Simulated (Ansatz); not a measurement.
Barrier height from FH + H to the transition structure FH2, without zero-point energy, on the benchmark's geometries as Psi4's copy of the set gives them.
Transition structure (charge 0, multiplicity 2):
```xyz
3

H      0.147    -1.128     0.000
F      0.000     0.330     0.000
H     -0.147    -1.845     0.000
```

Open shells are unrestricted; no spin–orbit coupling.

Cores are frozen in the correlated methods.

The values were computed with Ansatz (Gaussian basis) for Hartree–Fock, density functionals and correlated methods. Values without a source in brackets are computed.

**Question.** One of these levels gives 135.7 kJ/mol for the barrier height. Which one is it?
(A) CCSD(T)/aug-cc-pVTZ
(B) HF/aug-cc-pVTZ
(C) MP2/aug-cc-pVTZ
(D) HF/cc-pVDZ

**Answer.** A, CCSD(T)/aug-cc-pVTZ. The others give 94.0 (HF/cc-pVDZ), 110.0 (HF/aug-cc-pVTZ), 186.4 (MP2/aug-cc-pVTZ)

Ansatz is an electronic-structure program.
